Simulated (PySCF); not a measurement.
Compound: C₄H₅ (doublet state).
Numbering: `[CH2:1]=[C:2]1[CH:3][CH2:4]1` (hydrogens: H5, H6 on C1; H7 on C3; H8, H9 on C4)

The calculation used PySCF 2.14.0, UKS B3LYP, pcH-1 on C H, non-relativistic, mean-field spin-orbit, GIAO. Geometry: GFN2-xTB; no solvent, vibrations or thermal averaging. A GFN2-xTB geometry isn't a minimum of the functional, and hyperfine couplings can be far from their values at a DFT geometry. No stability test was run, so a lower SCF solution isn't excluded. ⟨S²⟩ is 0.775 where a pure state has 0.75.

Predict the first-order ENDOR lines of H8/H9, H7, H5 and H6 under fast tumbling at B = 333.6 mT (X band).

ν± = |νn ± a/2|, one line for each electron-spin manifold; νn = |g_N| × 7.62259 MHz/T × B.

```
nuclei  isotope     g_N  νn (MHz)  a_iso (MHz)  lower line (MHz)  upper line (MHz)
 H8/H9       1H  5.5857     14.20        65.81             18.70             47.11
    H7       1H  5.5857     14.20       -50.88             11.24             39.64
    H5       1H  5.5857     14.20       -36.78              4.18             32.59
    H6       1H  5.5857     14.20       -34.80              3.20             31.60
```

Which pairs are centred on the nuclear Larmor frequency, and which on half the coupling?

No pair is centred on νn. Centred on |a|/2 and split by 2νn: H8/H9, H7, H5 and H6.

At what field would the lower line of H6 fall to zero frequency?

Where νn = |a|/2, that is B = 17.40 MHz/(5.5857 × 7.62259 MHz/T) = 409 mT, as far as first order holds there.

Means are taken over nuclei equivalent by connectivity, which assumes that they swap fast.

Time: 9.5 s of wall time (grids of density and orbitals included); peak memory 0.52 GiB. Hardware: one thread of an Arm Neoverse V2, shared host with 32 logical CPUs at a one-minute load of 21.
